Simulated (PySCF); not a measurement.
Gas-phase reaction: 2 SiCl3OH + SiH4 → c-Si3H6 + 3 Cl2 + O2

Computed with PySCF and rigid-rotor harmonic-oscillator thermochemistry at 1 bar. † marks an energy on the PBE0/def2-TZVP geometry and frequencies; other levels use their own. MP2 and CCSD(T) freeze the core. Open shells (unrestricted): O2 (multiplicity 3); the rest are closed-shell singlets. B3LYP is the form with VWN-RPA correlation. SiCl3OH, c-Si3H6: computed as isolated molecules; such fragments, hydroxides, amides, oligomers or adducts are transient or little studied in the gas. MP2 isn't extrapolated to the basis-set limit; its ΔH°(298 K) is 1914.9 kJ in def2-SVP and 1984.1 kJ in def2-TZVPP. CCSD(T) isn't extrapolated to the basis-set limit; its ΔH°(298 K) is 1812.6 kJ in def2-SVP and 1876.8 kJ in def2-TZVPP. The harmonic model lacks anharmonicity and excited electronic states, which grow with temperature; levels with a mode under 35 cm⁻¹ are left out. Internal rotation in SiCl3OH is treated as a harmonic vibration of one conformer, which makes the entropy rough.

```tsv
level	ΔE electronic, kJ	ΔH°(298 K), kJ	ΔS°(298 K), J/K	ΔG°(1800 K), kJ
B3LYP/def2-TZVP†	1813	1782	272	1304
CCSD(T)/def2-SVP†	1844	1813	272	1335
CCSD(T)/def2-TZVPP†	1908	1877	272	1399
HF/def2-TZVP†	1907	1876	272	1398
MP2/def2-SVP†	1946	1915	272	1437
MP2/def2-TZVPP†	2015	1984	272	1507
PBE/def2-SVP	1731	1700	272	1221
PBE0/def2-SVP†	1820	1788	272	1311
LDA/def2-TZVP†	1862	1831	272	1354
ωB97M-V/def2-TZVP†	1915	1884	272	1406
```
ΔH° is lowest at PBE/def2-SVP and highest at MP2/def2-TZVPP†. No reference value is set beside these.
